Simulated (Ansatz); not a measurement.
The same path of AlBH$_{6}$O (9 atoms, charge 0, multiplicity 1) was run twice with different band settings. Lost on the way: B1–H2, B1–Al6, O5–H9. Made: H2–H9.

Method: Ansatz 0.2.0, RKS PBE-D4/def2-SVP.

Relaxed end points:

```xyz
9
Properties=species:S:1:pos:R:3
B 0.165 -0.425 0.140
H -0.410 0.532 0.629
H 1.269 -0.271 -0.350
H -0.622 -0.788 -0.872
O 0.144 -1.673 1.080
Al -0.797 -2.477 -0.338
H 0.107 -3.420 -1.237
H -2.325 -2.669 0.065
H -0.368 -1.480 1.886
```

```xyz
9
Properties=species:S:1:pos:R:3
B 0.061 -0.322 -0.592
H 0.054 0.063 2.333
H 1.223 -0.111 -0.915
H -0.677 0.594 -0.252
O -0.415 -1.578 -0.616
Al -1.014 -3.193 -0.590
H -0.828 -3.995 0.769
H -1.692 -3.717 -1.928
H 0.447 -0.412 2.794
```

Common settings: spring 5.0 eV/Å²; optimiser quadratic models (default); start path through a guess of the saddle point; force threshold 0.05 eV/Å; end points relaxed.

| run | movable images | climbing image | iteration limit |
| --- | --- | --- | --- |
| 1 | 9 | yes | 41 |
| 2 | 4 | no | 60 |

**Question.** What does each run give, and how far can it be trusted?

**Answer.** Run 1: converged after 35 iterations, highest image 1.594 eV above the first end. The profile has 2 maxima (images 1, 5) with wells between them (image 2): this band takes more than one step, which may be the mechanism or a detour left from its start path. A vibrational analysis at the climbing image gives one clearly imaginary mode, 1193i cm⁻¹: a first-order saddle point.
Run 2: converged after 28 iterations, highest image 1.111 eV above the first end. No image climbed, so the highest image needn't sit at the top of the path.
The orbitals stay closed-shell, which can raise the energy where a bond breaks towards radicals; this wasn't checked here.
